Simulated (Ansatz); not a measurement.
**Bend profile**

BHCl$_{2}$ (SMILES ClBCl), singlet, at its PBE0-D4/def2-TZVP minimum:

```
atom    x (Å)    y (Å)    z (Å)
 Cl1  -1.5207  -0.6802  -0.0042
  B2   0.0264   0.1002  -0.0687
 Cl3   1.4107  -0.6145   0.6926
  H4   0.1390   1.1342  -0.6400
```

The angle Cl3–B2–H4 (119.7° at the minimum) is set to the values below, Cl3, with anything bonded beyond it, turning rigidly in the plane of the angle. Each method's energies count from its own value at the PBE0-D4 minimum structure. Computed with Ansatz 0.2.0 (basis: def2-TZVPP); correlated methods freeze the cores. B3LYP uses VWN-RPA correlation.

```csv
angle (°),CCSD(T) (kJ/mol),PBE0-D4 (kJ/mol),wB97M-V (kJ/mol)
95.7,63.9,62.6,63.7
101.7,35.5,35.1,35.8
107.7,15.6,15.6,16.0
113.7,?,3.9,4.1
119.7,0.0,0.0,0.0
125.7,5.0,4.3,4.2
131.7,19.8,18.0,17.9
137.7,?,42.9,43.0
143.7,?,82.1,82.8
```

**Question.** Fill in the withheld CCSD(T) values. (Judge from chemistry; the value comes from the calculation.)

**Answer.** Computed: 3.7 kJ/mol at 113.7°; 46.2 kJ/mol at 137.7°; 87.5 kJ/mol at 143.7°. These count from the CCSD(T) energy at the PBE0-D4 minimum.

Minimum and curvature along this coordinate at CCSD(T): A fifth-order fit through the nearest points gives 119.3°, with a curvature of about 2.5 meV/deg².

Largest difference from the CCSD(T) curve over the scan: PBE-D4 6.3; r2SCAN-D4 2.5; B3LYP-D4 1.7; HF 8.3 kJ/mol. Each curve counts from its own value at the minimum.

No T1 diagnostic of these runs exceeds 0.012.

For scale, one of the runs: CCSD(T)/def2-TZVPP, 129 basis functions (an equivalent command: `ansatz run in.yaml --threads 2`). Hardware: 2 CPU threads, shared host. Wall time about 12 s.
